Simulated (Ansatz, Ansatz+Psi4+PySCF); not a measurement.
```json
{"atom": "O", "x (Å)": "0.0000", "y (Å)": "0.0000", "z (Å)": "0.1275"}
{"atom": "H", "x (Å)": "0.0000", "y (Å)": "0.7790", "z (Å)": "-0.4812"}
{"atom": "H", "x (Å)": "0.0000", "y (Å)": "-0.7790", "z (Å)": "-0.4812"}
```

Basis set: cc-pVTZ (spherical functions). Correlated methods keep 1 orbital frozen. Charge 0, multiplicity 1.

Computed with Ansatz (development build ahead of 0.2.0); each method stands on the lowest determinant of its kind that the runs found. Restricted open shells among the atoms or ions are ROHF, correlated in semicanonical orbitals with singles.

(1) Give the atomization energy at this shape (free ground-state atoms in the same class of orbitals less the molecule, no zero-point energy) of singlet H₂O by RHF-CCSD(T), RHF-MP2, RHF.

Answers

(1)

```csv
method,atomization energy
RHF-CCSD(T),224.13 kcal/mol
RHF-MP2,227.36 kcal/mol
RHF,155.61 kcal/mol
```
